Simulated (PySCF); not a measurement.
**A diatomic session: LiH**

An exercise on one series of results from a longer session: the logs are not shown, and one member is left open.

Computed with PySCF 2.14.0. Level: Li STO-3G, H STO-3G, no relativity.

Set-up of the first run:

The job is set up so:

```json
{
  "atoms": "Li, H",
  "charge": "0",
  "basis": "Li STO-3G, H STO-3G",
  "Hamiltonian": "no relativity",
  "basis functions": "6",
  "electrons treated": "4",
  "masses in u": "7.0160, 1.0078",
  "levels": "PBE0, PBE, r²SCAN, r²SCAN0, LDA, BLYP, LC-ωPBE, HF, MP2, SCS-MP2, CCSD, CCSD(T)",
  "grid": "80 radial by 434 angular points",
  "occupations": "held fixed by the projection of orbital angular momentum",
  "dissociation limit": "Li + H, each in its ground configuration",
  "starting distance in angstrom": "1.605",
  "values of 2S to try": "0, 2"
}
```

The run is started by

```sh
> OMP_NUM_THREADS=1 python dia.py task.json out
```

Steps of the session up to this table: Input; First curve: PBE0; Other states along the same grid; PBE; r²SCAN; r²SCAN0; LDA (local density); BLYP; LC-ωPBE (range-separated hybrid); RHF; MP2 and coupled cluster.

One of the session's tables, all rows but one given; the rest of the session is left out.

Energy (eV) from each level's lowest point:

| R (Å) | RHF | RHF-MP2 | RHF-SCS-MP2 | RHF-CCSD | RHF-CCSD(T) |
| --- | --- | --- | --- | --- | --- |
| 1.314 | 0.265 | 0.293 | 0.298 | n/a | n/a |
| 1.375 | 0.117 | 0.139 | 0.144 | 0.163 | 0.163 |
| 1.436 | 0.032 | 0.047 | 0.050 | 0.062 | 0.062 |
| 1.482 | 0.003 | 0.011 | 0.012 | 0.019 | 0.019 |
| 1.528 | 0.000 | 0.000 | 0.000 | 0.000 | 0.000 |
| 1.574 | 0.019 | 0.011 | 0.009 | 0.001 | 0.001 |
| 1.635 | 0.076 | 0.054 | 0.049 | 0.030 | 0.030 |
| 1.711 | ? | ? | ? | ? | ? |
| 1.803 | 0.369 | 0.301 | 0.287 | 0.227 | 0.227 |
| 1.925 | 0.672 | 0.562 | 0.540 | n/a | n/a |

Q: Estimate the row for R (Å) = 1.711 from the others.

Worked estimate for «RHF». A straight line through the neighbours (1.635, 0.076) and (1.803, 0.369) gives 0.076 + (0.369 − 0.076) × (1.711 − 1.635) / (1.803 − 1.635) = 0.209; a parabola fitted to 4 rows on both sides gives 0.190.

**Answer.** RHF: 0.187; RHF-MP2: 0.146; RHF-SCS-MP2: 0.138; RHF-CCSD: 0.102; RHF-CCSD(T): 0.102. In «RHF» the line misses by +0.022 and the parabola by +0.003.
